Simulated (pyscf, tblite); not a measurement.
O=AsH (SMILES O=[AsH]) + AsH₃ (SMILES [AsH3]) -> O=As–AsH₂ (SMILES O=[As][AsH2]) + H₂ (SMILES [H][H]): energy along the mass-weighted descent from the GFN2-xTB saddle (tblite), relative to the relaxed reactant side, a complex of the molecules.

| s (amu^1/2 bohr) | E (kcal/mol) |
|---|---|
| -14.2 | 1.2 |
| -11.5 | 2.6 |
| -8.64 | 4.7 |
| -5.76 | 7.2 |
| -2.88 | 10.4 |
| 0.000 | 21.5 |
| 2.64 | 5.5 |
| 4.19 | 3.9 |
| 4.71 | 3.3 |
| 5.08 | 3.0 |
| 5.37 | 2.8 |

Problem. The GFN2-xTB barrier from the reactant side is 21.5 kcal/mol. What does ωB97X-D3(BJ) (PySCF) give from its own reactant-side minimum, in def2-SVP and in def2-TZVP?

Solution. 24.3 kcal/mol in the double-zeta basis after reoptimising the saddle, and 23.1 kcal/mol in the triple-zeta single point, so the tight-binding barrier lies 1.6 kcal/mol under the latter. The imaginary mode goes from 999i to 1382i cm⁻¹.
